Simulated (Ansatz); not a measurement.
Write a Python script for Ansatz 0.2.0, Python API that makes a relaxed scan of one distance of F₂H₂Si, SMILES F[SiH2]F. Use (for the species named): B3LYP, def2-SVP basis, multiplicity 1.

```json
{"atom": "F", "x (Å)": "-1.0498", "y (Å)": "0.5175", "z (Å)": "1.0077"}
{"atom": "Si", "x (Å)": "-0.0144", "y (Å)": "-0.0095", "z (Å)": "-0.0357"}
{"atom": "F", "x (Å)": "1.2234", "y (Å)": "-0.5453", "z (Å)": "0.7713"}
{"atom": "H", "x (Å)": "-0.5317", "y (Å)": "-1.1108", "z (Å)": "-0.8183"}
{"atom": "H", "x (Å)": "0.4223", "y (Å)": "1.0745", "z (Å)": "-0.9663"}
```

`relaxed_scan_f2h2si.py`:
```python
# -*- coding: utf-8 -*-
'''Relaxed scan of one distance in F2H2Si.'''

import warnings

import ansatz as az
from ase import Atoms
import numpy as np

warnings.simplefilter('ignore', az.DeckWarning)

atoms = Atoms(['F', 'Si', 'F', 'H', 'H'], positions=[
    (-1.0498, 0.5175, 1.0077),
    (-0.0144, -0.0095, -0.0357),
    (1.2234, -0.5453, 0.7713),
    (-0.5317, -1.1108, -0.8183),
    (0.4223, 1.0745, -0.9663),
])
system = az.Crystal.molecule_from_ase(atoms)

model = (
    system.calculation()
    .basis(gaussian='def2-SVP')
    .functional('B3LYP')
)
symbols = [site.symbol for site in system.cartesian_sites]
pairs = [(0, 1), (1, 2), (1, 3), (1, 4)]
print('held (A)   E (eV)        ', '  '.join(f'{symbols[i]}{i}-{symbols[j]}{j}' for i, j in pairs))
for length in [1.33, 1.45, 1.56, 1.74, 1.95]:
    summary = model.relax(constraints=[az.DistanceConstraint((1, 3), at=length)], force_tolerance=0.02, max_steps=60).run().report
    xyz = np.array(summary['positions_ang'])
    print(f'{length:6.2f} {summary["free_energy_ev"]:14.5f}  ', '  '.join(f'{np.linalg.norm(xyz[i] - xyz[j]):.3f}' for i, j in pairs))
```

```console
$ python relaxed_scan_f2h2si.py
held (A)   E (eV)         F0-Si1  Si1-F2  Si1-H3  Si1-H4
  1.33   -13340.37011   1.617  1.617  1.330  1.480
  1.45   -13340.62295   1.616  1.616  1.450  1.479
  1.56   -13340.57561   1.614  1.614  1.560  1.478
  1.74   -13340.18270   1.612  1.612  1.740  1.478
  1.95   -13339.50782   1.610  1.610  1.950  1.478
```

Total energies depend on the basis set; only differences at equal settings carry meaning. The energies are electronic: no zero-point or thermal terms, and the basis set is short of its limit. b3lyp holds the VWN-RPA fit, as in Gaussian; the form of ORCA and Turbomole is b3lyp5. The script silences the warnings on its input, which a real study should read. The whole script took 36 s on 1 thread of Arm Neoverse V1, on a shared host, peak memory 0.18 GiB.
